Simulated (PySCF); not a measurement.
**How well do the runs reproduce experiment for C2H6O2S?**

**Measured values to compare with.**

From NIST CCCBDB Release 22 (SRD 101), experimental dipoles, for the gas: dipole moment (dielectric constant and refractivity) 4.49 D.

How close the calculation comes is told at the end.

Species: C2H6O2S.
SMILES with atom numbers: `[CH3:1][S:2]([CH3:3])(=[O:4])=[O:5]` (hydrogens: H6, H7, H8 on C1; H9, H10, H11 on C3)

Cartesian coordinates in Å at the PBE0-D3(BJ)/def2-SVP level; atoms count from 1:
```
atom  x, y, z in Å
C1     1.0840    0.9511    0.1715
S2     0.3095   -0.5271   -0.4636
C3    -1.3378   -0.4999    0.2223
O4     1.0063   -1.6714    0.1155
O5     0.1866   -0.3745   -1.9097
H6     0.5438    1.8364   -0.1866
H7     2.0997    0.9309   -0.2466
H8     1.1255    0.9065    1.2670
H9    -1.8107   -1.4126   -0.1656
H10   -1.8760    0.3861   -0.1369
H11   -1.2846   -0.5400    1.3174
```

The PySCF runs (gas phase, on this PBE0-D3(BJ)/def2-SVP geometry; no spin–orbit coupling):

```
                             level                                                           job  basis functions  wall time
PBE0-D3(BJ)/def2-SVP, grid level 1  geometry optimisation from a GFN2-xTB start shaken at random              104       50 s
```

Hardware: one thread of an Arm Neoverse N1, shared host.

## Comparison

**Dipole moment.** Measured: 4.49 D (NIST CCCBDB Release 22 (SRD 101), experimental dipoles).

```tsv
level	computed (D)	computed − measured (D)	% (from the printed values)
PBE0-D3(BJ)/def2-SVP	4.50	+0.01	0
```

The computed dipoles belong to one fixed geometry; measured ones are averaged over vibrations unless marked μe. Magnitudes are compared, not signs.

The geometry is computed, not the measured one. Where a level misses, the cause wasn't examined.
